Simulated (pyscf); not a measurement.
# Four-centre exchange: F–GeH: [singlet] + H₂ → F–GeH: [singlet] + H₂

Gas phase, singlet surface, charge 0. Bonds broken: Ge1–H4, H3–H5. Bonds formed: Ge1–H3, H4–H5. Structures and frequencies: ωB97X-D3(BJ)/def2-SVP in PySCF.

Transition state (Å):

```xyz
5

Ge    -0.2862    -0.1054     0.0406
F     -0.8428     0.0874     1.7024
H     -1.1239    -1.6188    -0.2390
H     -1.8375     0.2450    -0.6948
H     -1.8231    -0.8316    -0.5225
```

One imaginary mode, 1525i cm⁻¹; descent along it reached the two sides named.

```tsv
bond	change	reactant side (Å)	saddle	product side
Ge1–H4	breaks	1.604	1.752	2.460
H3–H5	breaks	0.767	1.090	2.376
Ge1–H3	forms	2.467	1.752	1.604
H4–H5	forms	2.380	1.090	0.767
```

Electronic energies relative to the separated reactants (kcal/mol):

```tsv
level	barrier	reaction energy	reverse barrier
ωB97X-D3(BJ)/def2-TZVP	15.2	0.0	15.2
PBE/def2-TZVP	8.3	0.0	8.3
r²SCAN/def2-TZVP	8.4	0.0	8.4
B3LYP-D3(BJ)/def2-TZVP	14.2	0.0	14.2
PBE0-D3(BJ)/def2-TZVP	9.9	0.0	9.9
M06-2X/def2-TZVP	16.3	0.0	16.3
ωB97M-D3(BJ)/def2-TZVP	15.1	0.0	15.1
HF/def2-TZVP	29.5	0.0	29.5
```

With ωB97M-D3(BJ)/def2-TZVP energies and thermal terms (ideal gas, 1 atm, RRHO with modes under 100 cm⁻¹ raised to 100, one conformer, R ln 2 for chiral ones without a mode under 150 cm⁻¹), in kcal/mol:

```json
[
 {"T (K)": "298", "ΔH‡": "15.7", "ΔG‡": "24.3", "ΔH": "0.0", "ΔG": "0.0"},
 {"T (K)": "600", "ΔH‡": "14.7", "ΔG‡": "33.5", "ΔH": "0.0", "ΔG": "0.0"},
 {"T (K)": "900", "ΔH‡": "14.5", "ΔG‡": "42.9", "ΔH": "0.0", "ΔG": "0.0"},
 {"T (K)": "1200", "ΔH‡": "14.7", "ΔG‡": "52.3", "ΔH": "0.0", "ΔG": "0.0"}
]
```

At the saddle there is also a short Ge–H contact that neither side keeps. This is the saddle that the search found; another between the same sides may lie lower. Elements up to Kr have no core potential and no relativistic terms here.
